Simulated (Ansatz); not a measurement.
Diamond-structure Si, treated with LC-ωPBE in Ansatz (PAW).

Run with plane-wave cutoff 520 eV, 8×8×8 k mesh, finite displacements, scalar-relativistic PAW data made under PBE.

Computed at the level's own relaxed cell.

Si is modelled in the cubic space group Fd-3m, origin choice 1 (No. 227), the diamond structure, Pearson symbol cF8. Cell: a = b = c = 5.390 Å, α = β = γ = 90.00°. Si on 8a has 4 Si at 2.334 Å (tetrahedral). (Neighbours: up to the widest gap in distance over summed covalent radii, below 1.35, at either atom.)
(The calculation used a cell of 2 atoms; values per cell refer to that cell.)

Harmonic phonon frequencies (cm⁻¹; i marks an imaginary mode):

```
q point              frequencies
-------  -----------------------
Γ              0 0 0 570 570 570
X        168 168 451 451 507 507
L        125 125 412 451 541 541
```

Measured, for comparison: zone-centre TO phonon frequency 525 cm⁻¹ (low temperature, zero-point motion not removed; as tabulated in Tanner et al. (2021), arXiv:2110.11888). Computed (rounded) less measured: zone-centre TO phonon frequency +9 %.

No imaginary mode appears at these points.

Ansatz is a quantum-chemistry and plane-wave program.
